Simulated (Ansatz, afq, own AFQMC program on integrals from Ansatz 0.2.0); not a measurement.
SiH2O, singlet: AFQMC among the cluster methods

```yaml
atoms:
  - { symbol: Si, position_ang: [0.0000, 0.0000, 0.4897] }
  - { symbol: O, position_ang: [0.0000, 0.0000, -1.0261] }
  - { symbol: H, position_ang: [0.0000, 1.2309, 1.3214] }
  - { symbol: H, position_ang: [0.0000, -1.2309, 1.3214] }
```

Connectivity, by distances: SiH2–O.

Basis cc-pVTZ. Noble-gas cores (and the filled d shells of Ga–Kr and In–Xe) are frozen. AFQMC by an in-house program on the Cholesky factors that Ansatz 0.2.0 writes for its CCSD(T) run. The CISD trial takes its coefficients from CCSD amplitudes. Released means that phaseless walkers are propagated on without the constraint, phases kept. Free AFQMC starts from the CCSD state and is never constrained. Its projection time is finite, and what remains of the start isn't in its error. ± is one standard error of the sampling.

Determinant: RHF, the one that the program's search chose, which needn't be the lowest solution. The geometry is a PBE0/def2-TZVP stationary point of this or a neighbouring charge and spin state.

No full CI on the walks' own integrals is used here; CCSDT(Q) serves as the reference and is uncertain by about the last step of the cluster series.

Cautions: higher spins were not checked; raised T1 diagnostic (T1 0.022, weight of the determinant 0.87, largest double 0.07).

```
T1 diagnostic                               : 0.0223
weight of the determinant in the CISD state : 0.873
size of the correlated space                : 12 electrons in 86 orbitals
```

Reference: CCSDT(Q), correlation energy -10.598 eV. The released energy is read at 1.50 1/Eh (meV from the phaseless value at times in 1/Eh: 5 ± 5 at 0.24, -2 ± 4 at 0.50, -13 ± 7 at 1.00, -15 ± 7 at 1.50).

```csv
level,E − E(reference) (mEh),share of correlation (%)
HF,389.47,0.00
MP2,27.79,92.86
CCSD,17.51,95.50
CCSD(T),1.67,99.57
CCSDT,1.21,99.69
ph-AFQMC/HF,-5.75 ± 1.04,101.48
ph-AFQMC/CISD,0.45 ± 0.21,99.89
released AFQMC,-0.09 ± 0.26,100.02
free AFQMC,0.75 ± 0.40,99.81
```

Free projections are given only where their last times agree within the noise and don't stop above the reference; a slow remainder of the start can still hide under it. A walk keeps the symmetry of its determinant, which the program's search chose and which needn't be the lowest solution, so a lower state of the same spin and another symmetry isn't excluded. Released energies are given only where the last usable release times agree within the noise; a slower fall can still hide under it.
